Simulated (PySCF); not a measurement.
# Solver options tried on C2⁻

Aim: find out which solver settings change the answer for C2⁻.

Computed with PySCF 2.14.0. Level: each script names its method and basis.

1 further run of the same task is left out (it didn't finish).

### Step 1. Starting geometry

C2⁻: 2 atoms, charge -1, spin multiplicity 2.

Bond lengths: C1–C2 1.300 Å.

### Step 2. Base script

Input file input.py:

```python
from pyscf import gto, scf

mol = gto.M(
    atom='C 0 0 0; C 0 0 1.3',
    basis='cc-pvtz',
    charge=-1,
    spin=1,
    verbose=4,
)
mf = scf.UHF(mol)
mf.kernel()
mf.stability(internal=True, external=True)
mf.dip_moment()
print('orbital energies (hartree):', [e[max(0, n-3):n+3].round(4) for e, n in zip(mf.mo_energy, mol.nelec)])
```

Started as:

```sh
> OMP_NUM_THREADS=1 python input.py
```

The log of this run is left out.

It gives: E(SCF) = -75.557587 Eh, 9 cycles, ⟨S²⟩ = 0.768, internal unstable; real -> complex unstable; UHF/UKS -> GHF/GKS unstable.

The bond length is a typed value, not an optimised one. The dipole of an ion depends on the origin. A lower solution of the same kind exists, so this energy is an upper bound.

### Step 3. Convergence threshold 1e-07 hartree

Run 1 changes convergence threshold: default → 1e-07 hartree.

Input file input.py:

```python
from pyscf import gto, scf

mol = gto.M(
    atom='C 0 0 0; C 0 0 1.3',
    basis='cc-pvtz',
    charge=-1,
    spin=1,
    verbose=4,
)
mf = scf.UHF(mol)
mf.conv_tol = 1e-07
mf.kernel()
mf.stability(internal=True, external=True)
mf.dip_moment()
print('orbital energies (hartree):', [e[max(0, n-3):n+3].round(4) for e, n in zip(mf.mo_energy, mol.nelec)])
```

Started as:

```sh
> OMP_NUM_THREADS=1 python input.py
```

### Step 4. Convergence threshold 1e-16 hartree

Run 2 changes convergence threshold: default → 1e-16 hartree.

input.py: that of step 2 with these lines changed.

```diff
@@ -10,2 +10,3 @@
 mf = scf.UHF(mol)
+mf.conv_tol = 1e-16
 mf.kernel()
```

### Step 5. DIIS space 4

Run 3 changes DIIS space: default → 4.

input.py: that of step 2 with these lines changed.

```diff
@@ -10,2 +10,3 @@
 mf = scf.UHF(mol)
+mf.diis_space = 4
 mf.kernel()
```

### Step 6. Cycle limit 200

Run 4 changes cycle limit: 50 → 200.

input.py: that of step 2 with these lines changed.

```diff
@@ -10,2 +10,3 @@
 mf = scf.UHF(mol)
+mf.max_cycle = 200
 mf.kernel()
```

### Step 7. DIIS space 20

Run 5 changes DIIS space: default → 20.

input.py: that of step 2 with these lines changed.

```diff
@@ -10,2 +10,3 @@
 mf = scf.UHF(mol)
+mf.diis_space = 20
 mf.kernel()
```

### Step 8. DIIS space off

Run 6 changes DIIS space: default → off.

input.py: that of step 2 with these lines changed.

```diff
@@ -10,2 +10,3 @@
 mf = scf.UHF(mol)
+mf.diis = False
 mf.kernel()
```

Q: Predict the outcome of this session. Wanted: for each run, E(SCF); from base; gap, α spin; after the SCF.

The runs gave:

| run | E(SCF) (hartree) | from base (eV) | cycles | gap, α spin (eV) | after the SCF |
| --- | --- | --- | --- | --- | --- |
| base | -75.557587 | 0 | 9 | 14.62 | unstable: internal, real -> complex, UHF/UKS -> GHF/GKS |
| convergence threshold 1e-07 hartree | -75.557587 | 0.0000 | 8 | 14.62 | unstable: internal, real -> complex, UHF/UKS -> GHF/GKS |
| convergence threshold 1e-16 hartree | -75.557587 | 0.0000 | 21 | 14.62 | unstable: internal, real -> complex, UHF/UKS -> GHF/GKS |
| DIIS space 4 | -75.557587 | 0.0000 | 9 | 14.62 | unstable: internal, real -> complex, UHF/UKS -> GHF/GKS |
| cycle limit 200 | -75.557587 | 0.0000 | 9 | 14.62 | unstable: internal, real -> complex, UHF/UKS -> GHF/GKS |
| DIIS space 20 | -75.557587 | 0.0000 | 9 | 14.62 | unstable: internal, real -> complex, UHF/UKS -> GHF/GKS |
| DIIS space off | -75.557587 | 0.0000 | 15 | 14.62 | unstable: internal, real -> complex, UHF/UKS -> GHF/GKS |

Distance from each run's final energy (log10 hartree) by cycle:

| run | cycle 1 | cycle 2 | cycle 3 | cycle 5 | cycle 8 | cycle 12 |
| --- | --- | --- | --- | --- | --- | --- |
| base | -1.7 | -2.5 | -3.3 | -5.4 | -9.8 | done |
| convergence threshold 1e-07 hartree | -1.7 | -2.5 | -3.3 | -5.4 | -9.9 | done |
| convergence threshold 1e-16 hartree | -1.7 | -2.5 | -3.3 | -5.4 | -9.8 | < -11 |
| DIIS space 4 | -1.7 | -2.5 | -3.3 | -5.4 | -9.0 | done |
| cycle limit 200 | -1.7 | -2.5 | -3.3 | -5.4 | -9.8 | done |
| DIIS space 20 | -1.7 | -2.5 | -3.3 | -5.4 | -9.8 | done |
| DIIS space off | -1.7 | -2.5 | -3.3 | -4.7 | -6.3 | -8.2 |

**Reading.** The SCF energy stays the same, to the digits that matter, with convergence threshold 1e-07 hartree or convergence threshold 1e-16 hartree or DIIS space 4 or cycle limit 200 or DIIS space 20 or DIIS space off. The base needs 9 cycles and the run with DIIS space off needs 15. The cycles with DIIS space 20 repeat those of the base digit for digit, so the setting never acted.
